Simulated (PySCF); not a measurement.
## CF2: bending curve

Method: PBE0/[C def2-TZVP, F def2-TZVP], no relativity, density fitting, PySCF.

Rigid scan from the singlet minimum (C–F 1.296 Å (×2); F–C–F 104.7°). Coordinate: the F–C–F angle, bonds fixed. Energies in kJ/mol from the minimum.

(1) Predict the curve at 80, 90, 100, 110, 120, 130, 140, 150, 160, 170, 180.

## Answers

(1) 
```
bond angle (°)  E (kJ/mol)  dipole size (D)
            80       214.7             0.04
            90        61.2             0.29
           100         5.4             0.56
           110         5.7             0.83
           120        43.5             1.10
           130       109.6             1.37
           140       199.2             1.63
           150       309.6             1.87
           160       438.0             2.00
           170       569.8             1.52
           180       633.6             0.00
```

With the bonds held, the linear shape lies 633.6 kJ/mol from the minimum.

Other isomers or separated fragments may lie lower.
